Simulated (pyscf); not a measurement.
H₃Ge–GeH₃ (SMILES [GeH3][GeH3]) + HF (SMILES F) → F–GeH₂–GeH₃ (SMILES [F][GeH2][GeH3]) + H₂ (SMILES [H][H]) (four-centre exchange; singlet surface; Ge–H, F–H broken, F–Ge, H–H formed). PySCF, gas phase, ωB97X-D3(BJ)/def2-SVP geometries. Energies in kJ/mol from the separated reactants.

```csv
level,barrier,reaction energy
ωB97X-D3(BJ)/def2-TZVP,155.2,-37.9
r²SCAN/def2-TZVP,139.3,-40.9
PBE0-D3(BJ)/def2-TZVP,149.7,-28.2
M06-2X/def2-TZVP,150.1,-53.7
ωB97M-D3(BJ)/def2-TZVP,(withheld),(withheld)
HF/def2-TZVP,(withheld),-34.7
```

### Question
Some entries are withheld; supply them.

### Answer

- ωB97M-D3(BJ)/def2-TZVP, barrier: 156.6
- ωB97M-D3(BJ)/def2-TZVP, reaction energy: -33.5
- HF/def2-TZVP, barrier: 226.2

The functionals in the table span 17.3 kJ/mol in this barrier, from r²SCAN to ωB97M-D3(BJ). At the saddle there is also a short Ge–H contact that neither side keeps. This is the saddle that the search found; another between the same sides may lie lower. Elements up to Kr have no core potential and no relativistic terms here.
